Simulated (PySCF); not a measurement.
Compound: C4H5FO.
SMILES with atom numbers: `[CH2:1]=[C:2]([CH:3]=[O:4])[CH2:5][F:6]` (hydrogens: H7, H8 on C1; H9 on C3; H10, H11 on C5)

Jobs on this species (11 atoms, 46 electrons) with PySCF (density fitting). Hardware of each: an Arm Neoverse V1 with one thread, no GPU, on a shared host. Other jobs ran on the host; a repeat could differ by tens of per cent or more. Peak memory is the resident size of the whole Python process, interpreter and libraries included.

```tsv
level and settings	work	basis functions	SCF cycles	wall time	peak memory
PBE0/def2-SVPD, grid level 3, damping 0.3 at the start, DIIS from the seventh cycle	25 singlets by full TDDFT, 5 Tamm–Dancoff triplets, polarisability	166	?	?	?
HCTH407/def2-SVPD, energy threshold 1e-07 Eh	6 singlets by TDA, 2 Tamm–Dancoff triplets, polarisability	166	11	16 s	0.50 GiB
PBE0/pcSseg-1	shieldings, charges and field gradients	127	15	9.2 s	0.63 GiB
```

Q: Fill in the missing figures.

A: 
- PBE0/def2-SVPD, grid level 3, damping 0.3 at the start, DIIS from the seventh cycle; 25 singlets by full TDDFT, 5 Tamm–Dancoff triplets, polarisability: 35 s, 0.81 GiB, 19 SCF cycles

Q: What do all jobs in the table cost together?

A: About 60 s; the longest takes about 58 % of that, and about 3.8 times as long as the shortest.
